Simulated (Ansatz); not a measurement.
Write a Python script for Ansatz 0.2.0, Python API that makes a geometry optimisation of CH2O2, SMILES O=CO. Settings: Hartree-Fock, def2-SVP basis, multiplicity 1.

```yaml
atoms:
  - { symbol: O, position_ang: [-0.3537, -0.4125, 1.2159] }
  - { symbol: C, position_ang: [-0.2526, -0.3556, -0.0036] }
  - { symbol: O, position_ang: [0.4489, 0.5950, -0.6259] }
  - { symbol: H, position_ang: [-0.5885, -1.0598, -0.7296] }
  - { symbol: H, position_ang: [0.7958, 1.1593, 0.1017] }
```

The script, `ch2o2.py`:
```python
"""Geometry optimisation of CH2O2."""

import itertools

import ansatz
from ase.data import atomic_numbers, covalent_radii
import numpy as np

mol = (
    ansatz.Crystal.molecule()
    .atom("O", (-0.3537, -0.4125, 1.2159))
    .atom("C", (-0.2526, -0.3556, -0.0036))
    .atom("O", (0.4489, 0.595, -0.6259))
    .atom("H", (-0.5885, -1.0598, -0.7296))
    .atom("H", (0.7958, 1.1593, 0.1017))
)

model = mol.calculation()
model = model.basis(gaussian="def2-SVP")
model = model.functional("hf")
symbols = [site.symbol for site in mol.cartesian_sites]
start = np.array([site.position_ang for site in mol.cartesian_sites], dtype=float)
r = model.relax(force_tolerance=0.02).run(threads=1).report
end = np.array(r["positions_ang"])

print(f"E = {r['free_energy_ev']:.6f} eV = {r['free_energy_ev'] / 27.211386246:.7f} Ha")
print("converged:", r["converged"], " doubts:", r["published_state_doubts"] or "none")

# pairs closer than 1.2 times the sum of covalent radii, before or after
radius = [covalent_radii[atomic_numbers[s]] for s in symbols]
span = lambda where, i, j: np.linalg.norm(where[i] - where[j])
bonded = [(i, j) for i, j in itertools.combinations(range(len(symbols)), 2) if min(span(start, i, j), span(end, i, j)) < 1.2 * (radius[i] + radius[j])]
print("pair        before    after (A)")
for i, j in bonded:
    print(f"{symbols[i]}{i}-{symbols[j]}{j}".ljust(10), f"{span(start, i, j):8.4f} {span(end, i, j):8.4f}")

charges = r["charge_distribution"]
dipole = np.array(charges["dipole_moment_e_ang"]) * 4.803205
print("dipole (D): {:.3f} {:.3f} {:.3f}, length {:.3f}".format(*dipole, np.linalg.norm(dipole)))
print("atom  Mulliken   Lowdin")
for symbol, m, l in zip(symbols, charges["mulliken_charges_e"], charges["lowdin_charges_e"]):
    print(f"{symbol:4s} {m:9.3f} {l:8.3f}")
```

```console
$ python ch2o2.py
E = -5132.643508 eV = -188.6211699 Ha
converged: True  doubts: none
pair        before    after (A)
O0-C1        1.2250   1.1765
C1-O2        1.3353   1.3170
C1-H3        1.0657   1.0944
O2-H4        0.9840   0.9510
dipole (D): 0.551 0.652 -1.407, length 1.646
atom  Mulliken   Lowdin
O       -0.379   -0.038
C        0.451   -0.074
O       -0.320    0.146
H        0.042   -0.024
H        0.207   -0.010
```

Notes:
- Total energies depend on the basis set; only differences at equal settings carry meaning.
- The end point is the stationary point reached from this start; no frequency run checks that it is a minimum, and the basis set is modest.
- The Löwdin charges here are taken after orthogonalising the functions within each atom; they differ from plain Löwdin charges, and their signs can be unphysical.
- Wall time of the script: 3.8 s on 1 thread of Intel(R) Xeon(R) Platinum 8488C (Sapphire Rapids) (shared host), peak memory 0.18 GiB.

(Lines on the test bed's own set-up are left out of the output.)
